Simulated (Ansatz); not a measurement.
Property card for WS2

These are results of Ansatz 0.2.0, DFT r2SCAN, scalar-relativistic, plane waves, PAW, not measurements.

Cutoff 500 eV; k points 12×12×1 on the computed 12-atom cell (Γ-centred); Gaussian smearing, width 0.02 eV; no spin polarisation.

The structure is relaxed at this level of theory with its symmetry kept. This form isn't the usual stable structure of the compound.

Space group P-3m1 (No. 164). a = 3.182 Å, b = 3.182 Å, c = 35.312 Å, α = 90.00°, β = 90.00°, γ = 120.00°
| atom | site | symmetry | x | y | z |
| --- | --- | --- | --- | --- | --- |
| W | 2d | 3m. | 0.6667 | 0.3333 | 0.4075 |
| W | 2d | 3m. | 0.6667 | 0.3333 | 0.7775 |
| S | 2d | 3m. | 0.6667 | 0.3333 | 0.1783 |
| S | 2d | 3m. | 0.6667 | 0.3333 | 0.5483 |
| S | 2d | 3m. | 0.3333 | 0.6667 | 0.3634 |
| S | 2d | 3m. | 0.3333 | 0.6667 | 0.7333 |

| Item | Value |
| --- | --- |
| Space group | P-3m1 (No. 164) |
| Volume per atom | 25.80 Å³ |
| Formation energy from the elements' standard states (uncorrected) | -0.903 eV/atom |
| Generalised Kohn–Sham band gap | 1.44 eV, indirect from Γ to K |
| Löwdin character of the top 1 eV of the valence band | W 5d 68 %, S 3p 27 % |
| Löwdin character of the lowest 1 eV of the conduction band | W 5d 62 %, S 3p 31 % |
| Electron masses at the edge by Cartesian direction of the standard setting (m_e; degenerate bands sorted by energy; no spin-orbit coupling) | x: 0.32, 0.28, 0.29, 0.29; y: 0.32, 0.28, 0.29, 0.29; z: over 30, over 30, over 30, over 30 |
| Hole masses at the edge by Cartesian direction of the standard setting (m_e; degenerate bands sorted by energy; no spin-orbit coupling) | x: 0.88; y: 0.88; z: over 30 |

Spin-orbit coupling is left out, which matters for the bands of heavy elements. Each cell of WS2 holds layers, and where no dispersion correction was added their binding is poorly described.

Cost: 3 runs of about 19 core-minutes in all, on AMD EPYC (Zen 3) (shared hosts).